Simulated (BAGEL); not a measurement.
# C2H6S2 (1,2-ethanedithiol) at PBE0/cc-pVDZ (density fitting with cc-pvqz-jkfit)

What is the energy change on altering one bond length of C2H6S2 (1,2-ethanedithiol) at PBE0/cc-pVDZ (density fitting with cc-pvqz-jkfit)? 

Program for the calculation: BAGEL 1.2.2.

### 1 The system as given

C2H6S2: 10 atoms, total charge 0, spin state singlet. As SMILES, `SCCS`. The coordinates come from a PBE0-D4/def2-TZVP relaxation. This is a higher conformer, about 10 kJ/mol above the lowest found by a separate search.

Bond lengths: S1–C2 1.819 Å, C2–C3 1.514 Å, C3–S4 1.810 Å, S1–H5 1.342 Å, C2–H6 1.092 Å, C2–H7 1.093 Å, C3–H8 1.092 Å, C3–H9 1.092 Å, S4–H10 1.343 Å. Some angles: S1–C2–C3 110.7°, C2–C3–S4 114.4°, S1–C2–H6 108.8°, S1–C2–H7 109.6°, C3–C2–H6 109.2°, C3–C2–H7 110.3°, C2–S1–H5 95.6°, C2–C3–H8 110.2°, C2–C3–H9 110.1°, S4–C3–H8 104.5°.

### 2 The energy at PBE0/cc-pVDZ (density fitting with cc-pvqz-jkfit)

The input, input.json:

```json
{ "bagel": [

{
  "title": "molecule",
  "basis": "cc-pvdz.json",
  "df_basis": "cc-pvqz-jkfit",
  "angstrom": true,
  "geometry": [
    { "atom": "S", "xyz": [      -1.358380,       0.439560,      -1.287320 ] },
    { "atom": "C", "xyz": [      -0.269010,       0.629000,       0.156960 ] },
    { "atom": "C", "xyz": [       0.304070,      -0.708350,       0.574850 ] },
    { "atom": "S", "xyz": [       1.193920,      -1.583080,      -0.735920 ] },
    { "atom": "H", "xyz": [      -2.158550,       1.474230,      -0.985360 ] },
    { "atom": "H", "xyz": [      -0.849690,       1.044060,       0.983190 ] },
    { "atom": "H", "xyz": [       0.536230,       1.328480,      -0.079790 ] },
    { "atom": "H", "xyz": [      -0.500020,      -1.390110,       0.860310 ] },
    { "atom": "H", "xyz": [       0.958460,      -0.582070,       1.440130 ] },
    { "atom": "H", "xyz": [       2.142980,      -0.651680,      -0.927040 ] }
  ]
},

{
  "title": "ks",
  "xc_func": "pbe0"
},

{
  "title": "print",
  "file": "orbitals.molden",
  "orbitals": true
}

]}
```

The basis set cc-pVDZ is read from a file made from the Basis Set Exchange's data (not shown).

Command:

```bash
$ BAGEL_NUM_THREADS=1 BAGEL input.json > input.out
```

Log:

```text
* using 1 threads per process

  ===============================================================
  ===============================================================

  *** Geometry ***

  { "atom" : "S", "xyz" : [     -2.566966,      0.830648,     -2.432682 ] },
  { "atom" : "C", "xyz" : [     -0.508355,      1.188638,      0.296611 ] },
  { "atom" : "C", "xyz" : [      0.574609,     -1.338588,      1.086309 ] },
  { "atom" : "S", "xyz" : [      2.256182,     -2.991588,     -1.390687 ] },
  { "atom" : "H", "xyz" : [     -4.079068,      2.785891,     -1.862061 ] },
  { "atom" : "H", "xyz" : [     -1.605681,      1.972987,      1.857960 ] },
  { "atom" : "H", "xyz" : [      1.013328,      2.510463,     -0.150781 ] },
  { "atom" : "H", "xyz" : [     -0.944901,     -2.626927,      1.625750 ] },
  { "atom" : "H", "xyz" : [      1.811227,     -1.099953,      2.721451 ] },
  { "atom" : "H", "xyz" : [      4.049645,     -1.231497,     -1.751852 ] },

  Number of auxiliary basis functions:      814

  Since a DF basis is specified, we compute 2- and 3-index integrals:
    o Being stored without compression. Storage requirement is 0.058 GB

  Number of basis functions:       94
  Number of electrons      :       50

    * METHOD: MOLECULE                             0.72

  *** Kohn-Sham DFT ***

    * Removing 19249 points whose weight is below 1.00e-10
    * Grid points: 129811

  === Nuclear Repulsion ===
   212.4163750394

       - DIIS with orbital gradients will be used.

  === KS iteration (pbe0 / cc-pvdz.json) ===
      0       -852.53501706          0.08916238           0.54
      1       -848.60921120          0.13416578           0.56
      2       -852.11150436          0.13815012           0.57
      3       -864.14941305          0.09748711           0.57
      4       -868.24667595          0.09833488           0.58
      5       -875.26684931          0.02539438           0.59
      6       -875.76311539          0.00936180           0.58
      7       -875.80683419          0.00613373           0.57
      8       -875.82725776          0.00167440           0.57
      9       -875.82900826          0.00049628           0.58
     10       -875.82914829          0.00012054           0.59
     11       -875.82915662          0.00002693           0.59
     12       -875.82915720          0.00000394           0.58
     13       -875.82915722          0.00000164           0.60
     14       -875.82915722          0.00000040           0.59
     15       -875.82915722          0.00000025           0.59
     16       -875.82915722          0.00000006           0.58
     17       -875.82915722          0.00000003           0.58
     18       -875.82915722          0.00000001           0.58
    * SCF iteration converged.

    * Permanent dipole moment:
           (   -0.114830,    -0.733931,    -0.829718) a.u.

    * METHOD: KS                                  11.70

    * METHOD: PRINT                                0.01

  ===============================================================
```

Run time: 13 s. Hardware: 1 thread of Arm Neoverse V2, shared host; peak memory 0.59 GiB.

### 3 The distorted shape

The input, calc.json:

```json
{ "bagel" : [

{
  "title" : "molecule",
  "basis" : "cc-pvdz.json",
  "df_basis" : "cc-pvqz-jkfit",
  "angstrom" : true,
  "geometry" : [
    { "atom" : "S", "xyz" : [      -2.497252,      -0.678120,      -1.057976 ] },
    { "atom" : "C", "xyz" : [      -1.407882,      -0.488680,       0.386304 ] },
    { "atom" : "C", "xyz" : [      -0.834802,      -1.826030,       0.804194 ] },
    { "atom" : "S", "xyz" : [       0.055048,      -2.700760,      -0.506576 ] },
    { "atom" : "H", "xyz" : [      -3.297422,       0.356550,      -0.756016 ] },
    { "atom" : "H", "xyz" : [      -1.988562,      -0.073620,       1.212534 ] },
    { "atom" : "H", "xyz" : [      -0.602642,       0.210800,       0.149554 ] },
    { "atom" : "H", "xyz" : [      -1.638892,      -2.507790,       1.089654 ] },
    { "atom" : "H", "xyz" : [      -0.180412,      -1.699750,       1.669474 ] },
    { "atom" : "H", "xyz" : [       2.142980,      -0.651680,      -0.927040 ] }
  ]
},

{ "title" : "ks", "xc_func" : "pbe0" },

{ "title" : "print", "file" : "orbitals.molden", "orbitals" : true }

]}
```

The basis set cc-pVDZ is read from a file made from the Basis Set Exchange's data (not shown).

Command:

```bash
$ BAGEL_NUM_THREADS=1 BAGEL calc.json > calc.out
```

Log:

```text
* using 1 threads per process

  ===============================================================
  ===============================================================

  *** Geometry ***

  { "atom" : "S", "xyz" : [     -4.719122,     -1.281461,     -1.999285 ] },
  { "atom" : "C", "xyz" : [     -2.660511,     -0.923471,      0.730009 ] },
  { "atom" : "C", "xyz" : [     -1.577547,     -3.450697,      1.519706 ] },
  { "atom" : "S", "xyz" : [      0.104026,     -5.103697,     -0.957290 ] },
  { "atom" : "H", "xyz" : [     -6.231225,      0.673782,     -1.428663 ] },
  { "atom" : "H", "xyz" : [     -3.757838,     -0.139122,      2.291357 ] },
  { "atom" : "H", "xyz" : [     -1.138828,      0.398354,      0.282616 ] },
  { "atom" : "H", "xyz" : [     -3.097057,     -4.739036,      2.059148 ] },
  { "atom" : "H", "xyz" : [     -0.340929,     -3.212062,      3.154849 ] },
  { "atom" : "H", "xyz" : [      4.049645,     -1.231497,     -1.751852 ] },

  Number of auxiliary basis functions:      814

  Since a DF basis is specified, we compute 2- and 3-index integrals:
    o Being stored without compression. Storage requirement is 0.058 GB

  Number of basis functions:       94
  Number of electrons      :       50

    * METHOD: MOLECULE                             0.75

  *** Kohn-Sham DFT ***

    * Removing 18288 points whose weight is below 1.00e-10
    * Grid points: 130772

  === Nuclear Repulsion ===
   207.6340899670

       - DIIS with orbital gradients will be used.

  === KS iteration (pbe0 / cc-pvdz.json) ===
      0       -852.74877664          0.08775402           0.61
      1       -848.78923856          0.12586928           0.59
      2       -850.97450631          0.13506639           0.59
      3       -864.08114030          0.09354164           0.58
      4       -867.85107599          0.10381451           0.58
      5       -873.73850830          0.04837401           0.60
      6       -875.20153271          0.01909354           0.58
      7       -874.98377117          0.01707626           0.58
      8       -875.39431783          0.00959755           0.58
      9       -875.56212659          0.00837433           0.57
     10       -875.65323487          0.00101098           0.57
     11       -875.64909059          0.00213132           0.58
     12       -875.65071798          0.00185037           0.58
     13       -875.65354205          0.00113960           0.56
     14       -875.65509405          0.00026832           0.57
     15       -875.65518762          0.00003968           0.57
     16       -875.65518918          0.00001293           0.57
     17       -875.65518962          0.00000702           0.57
     18       -875.65518973          0.00000334           0.60
     19       -875.65518982          0.00000222           0.58
     20       -875.65518984          0.00000106           0.59
     21       -875.65518984          0.00000206           0.59
     22       -875.65518984          0.00000022           0.57
     23       -875.65518984          0.00000012           0.57
     24       -875.65518984          0.00000009           0.57
     25       -875.65518984          0.00000004           0.57
     26       -875.65518984          0.00000002           0.58
     27       -875.65518984          0.00000003           0.57
     28       -875.65518984          0.00000001           0.55
    * SCF iteration converged.

    * Permanent dipole moment:
           (    0.342406,    -0.557041,    -0.970810) a.u.

    * METHOD: KS                                  17.52

    * METHOD: PRINT                                0.01

  ===============================================================
```

It took 19 s on 1 thread of Arm Neoverse V2, shared host; peak memory 0.6 GiB.

### 4 What came out

At PBE0/cc-pVDZ (density fitting with cc-pvqz-jkfit):

| quantity | value |
| --- | --- |
| first shape: total energy | -875.82916 Eh |
| first shape: dipole moment | 2.83 D |
| first shape: HOMO energy | -6.59 eV |
| first shape: LUMO energy | 0.59 eV |
| first shape: HOMO–LUMO gap | 7.18 eV |
| distorted shape: total energy | -875.65519 Eh |
| distorted shape: dipole moment | 2.98 D |
| distorted shape: HOMO energy | -6.73 eV |
| distorted shape: LUMO energy | -4.88 eV |
| distorted shape: HOMO–LUMO gap | 1.86 eV |
| energy change with the S4–H10 bond stretched from 1.343 to 2.955 Å | 4.734 eV |

One bond (distorted shape) is far stretched, which a spin-restricted single reference describes badly; a broken-symmetry solution may lie lower. With the S4–H10 bond stretched from 1.343 to 2.955 Å the energy rises by 4.73 eV (457 kJ/mol). The first shape isn't relaxed at this level, so the change isn't measured from a minimum. A restricted reference can't describe the breaking bond well at this length.
